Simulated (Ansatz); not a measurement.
**How far each method lies from full CI for BH2, doublet**

Geometry: a point of a bend scan, not a stationary point.

```xyz
3

B     0.0000   -0.0901    0.0000
H     0.0000    0.4829   -1.0444
H     0.0000    0.4829    1.0444
```

Basis aug-cc-pVDZ; Ansatz 0.2.0. Correlated methods freeze the noble-gas cores, which leaves 5 electrons in 40 orbitals. Prefix R: restricted or restricted open-shell reference; prefix U: unrestricted. Active spaces: pair = (3e, 3o) about the gap; valence = (5e, 6o) chosen from the atoms' valence shells.

Full CI is exact within this basis and frozen core; it isn't the basis-set limit. The frozen core follows each run's orbitals, which can shift R against U totals by a few meV.

For open shells CISD is restricted-active-space CI with the open shells as a complete middle space.

- UHF ⟨S²⟩: 0.753
- T1 diagnostic (RCCSD): 0.0147
- largest doubles amplitude (RCCSD): 0.033
- T1 diagnostic (UCCSD): 0.0094

```csv
level,E − E(full CI) (kcal/mol),share of correlation (%),wall time
RHF,57.58,0.00,–
UHF,56.80,1.36,–
RMP2,13.81,76.01,–
UMP2,13.72,76.18,–
CISD,2.24,96.11,0.69 s
RCCSD,1.15,98.01,–
UCCSD,1.13,98.03,–
RCCSD(T),0.28,99.52,1.5 s
UCCSD(T),0.27,99.52,1.5 s
BCCD(T),0.28,99.52,1.1 s
RCCSDT,0.02,99.97,–
UCCSDT,0.01,99.98,–
RCCSDT(Q),0.00,99.99,12 s
UCCSDT(Q),0.00,100.00,11 s
CASSCF (pair space),49.15,14.63,–
NEVPT2 (pair space),14.24,75.27,0.6 s
MRCISD (pair space),1.81,96.86,–
MRCISD+Q (pair space),-0.26,100.46,0.75 s
CASSCF (valence space),36.37,36.84,–
NEVPT2 (valence space),10.48,81.79,0.51 s
MRCISD (valence space),1.09,98.10,–
MRCISD+Q (valence space),0.01,99.99,0.93 s
MRCISD+Q(relaxed) (valence space),-0.40,100.69,1.1 s
```

The correlation energy at full CI, counted from RHF, is -2.497 eV. That run took 17 s on 1 thread of Arm Neoverse V1, shared host over 1,948,494 determinants.

Times hold each run's SCF and search for its determinant on a shared host, so for small cases they say little of a method's own cost; they ran on 1 thread of Arm Neoverse V1.

Not variational, and here over 5 meV under the exact energy: MRCISD+Q (pair space), MRCISD+Q(relaxed) (valence space).

The full-CI state has the irrep A1 of C2v, in the program's axes.

Natural occupations of full CI about the gap: 1.956 1.954 0.988 0.019 0.019 0.018 0.008 0.008 0.007 0.005; effectively unpaired electrons, Σ n²(2−n)², 1.02.
